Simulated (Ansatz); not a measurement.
1T (CdI2-type) CdI2, treated with PBE-D4 (PAW; Ansatz, a quantum-chemistry and plane-wave program).

Numerical settings: plane-wave cutoff 520 eV, 12×12×6 k mesh (along the axes of the cell as run), perturbation theory, scalar-relativistic PAW data made under PBE.

Computed at the level's own relaxed cell.

Harmonic phonon frequencies (cm⁻¹; i marks an imaginary mode; at Γ without the LO shift):

```csv
q point,frequencies
Γ,0 0 0 57 57 83 83 110 132
M,40 42 52 69 79 98 104 109 133
K,34 59 59 82 82 99 100 116 116
A,17 17 33 50 50 86 86 103 147
L,36 40 61 67 77 95 106 110 131
H,37 57 57 77 77 98 103 121 121
```

No imaginary mode appears at these points.

Note: the dispersion coefficients are held fixed in the derivatives.
